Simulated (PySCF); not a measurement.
Molecule: `CCNC`, C$_{3}$H$_{9}$N.

Structure with atom numbers: `[CH3:1][CH2:2][NH:3][CH3:4]`; H(Xn) means a hydrogen on atom n.

Geometry PBE0-D3(BJ)/def2-SVP throughout; GIAO in PySCF 2.14.0 with density-fitted response routines, gas phase, one conformer, non-relativistic; equivalent atoms averaged; functional PBE0.

Problem. How do the absolute shieldings σ depend on the basis set? (ppm; last column core-seconds on shared hosts with different chips, so compare them loosely)

Solution. 
```csv
basis set,functions,C2,C4,C1,N3,H(C4),H(C2),H(C1),H(N3),core-s
STO-3G,29,192.1,198.0,214.9,287.1,31.23,31.35,31.76,33.93,1.8
6-31G,54,154.2,162.9,181.8,227.1,30.12,30.06,31.35,33.38,3.6
pcSseg-0,54,144.7,152.6,173.6,230.2,30.33,30.57,31.50,34.51,3.3
6-31G*,74,149.0,157.5,177.2,226.9,29.64,29.49,30.89,32.60,4.7
def2-SVP,101,147.9,157.2,177.1,228.6,29.13,29.11,30.38,32.24,6.1
cc-pVDZ,101,148.8,159.4,178.9,226.8,28.98,28.94,30.31,32.22,6.5
pcSseg-1,113,135.6,145.8,166.5,216.9,28.82,28.91,30.15,32.06,5.7
"6-311+G(2d,p)",162,138.2,149.0,169.5,213.3,29.02,28.98,30.45,31.99,12
aug-cc-pVDZ,173,147.6,158.6,177.9,222.5,28.82,28.82,30.24,31.71,13
def2-TZVP,178,136.9,148.2,169.0,215.6,29.02,28.98,30.42,32.03,14
IGLO-III,230,133.5,144.8,166.0,211.2,28.88,28.85,30.29,31.74,18
cc-pVTZ,246,138.5,149.4,170.0,215.9,28.86,28.83,30.24,31.81,21
pcSseg-2,270,133.2,144.5,165.9,212.0,28.75,28.73,30.16,31.54,25
```

Problem. Which nucleus moves most, in ppm?

Solution. N3 (amine nitrogen): from 211.2 ppm with IGLO-III to 287.1 ppm with STO-3G. The smallest spread is 1.61 ppm, at H(C1). Proton shifts span only some 12 ppm, so a few tenths of a ppm matter as much there as several ppm in carbon.

Problem. Taking the largest basis, pcSseg-2 (270 functions), as the yardstick, rank the others by their worst heavy-atom deviation.

Solution. IGLO-III 0.9 ppm (230 functions), def2-TZVP 3.8 ppm (178 functions), pcSseg-1 4.9 ppm (113 functions), 6-311+G(2d,p) 5.0 ppm (162 functions), cc-pVTZ 5.3 ppm (246 functions), aug-cc-pVDZ 14.5 ppm (173 functions), cc-pVDZ 15.6 ppm (101 functions), 6-31G* 15.8 ppm (74 functions), def2-SVP 16.6 ppm (101 functions), pcSseg-0 18.2 ppm (54 functions), 6-31G 21.0 ppm (54 functions), STO-3G 75.0 ppm (29 functions).

A small basis that lands close on one nucleus may do so by chance; judge by the trend and by all nuclei.
